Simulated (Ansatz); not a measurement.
A made-up structure of C2H5Si (charge -1), closed shell:

```csv
atom,x (Å),y (Å),z (Å)
C1,-1.8015,0.1554,-0.9241
Si2,-0.2122,0.5260,-0.4344
C3,0.7386,-0.6262,0.7396
H4,-2.2663,0.8855,-1.6052
H5,-2.1638,-0.6433,-0.3288
H6,1.0240,-0.1223,1.6698
H7,1.6567,-1.0131,0.2833
H8,0.0891,-1.4708,0.9857
```

It is relaxed with PBE-D4/def2-SVPD and then PBE0-D4/def2-TZVPD (Ansatz 0.2.0). Atoms count as bonded within 1.22 times the sum of their covalent radii (H–H: 0.88 Å). The end point is not checked to be a true minimum.

Task: Does its bonding change? (A judgement: the text doesn't fix the answer.)

Result: Computed: No: no bond forms or breaks.

Where it ends: The first stage lowers the energy by 0.81 eV in 9 steps. It ends as C₂H₅Si ([CH2][Si][CH3]), total charge -1:
C1  (-1.654, 0.176, -0.816)
Si2  (-0.019, 0.747, -0.525)
C3  (0.676, -0.605, 0.706)
H4  (-2.341, 0.711, -1.475)
H5  (-2.092, -0.726, -0.374)
H6  (0.988, -0.142, 1.651)
H7  (1.571, -1.085, 0.288)
H8  (-0.064, -1.385, 0.930)
(Å)

Labels in which every atom is bracketed show which atoms are joined, not bond orders.

For scale, one of the runs: PBE0-D4/def2-TZVPD relaxation, 162 basis functions, launched by `ansatz run in.yaml --threads 2 --pin off --events-out ev --progress --plain --max-ram 4352MiB`. Hardware: 2 CPU threads of an Arm Neoverse V2, shared host. Wall time about 25 s.
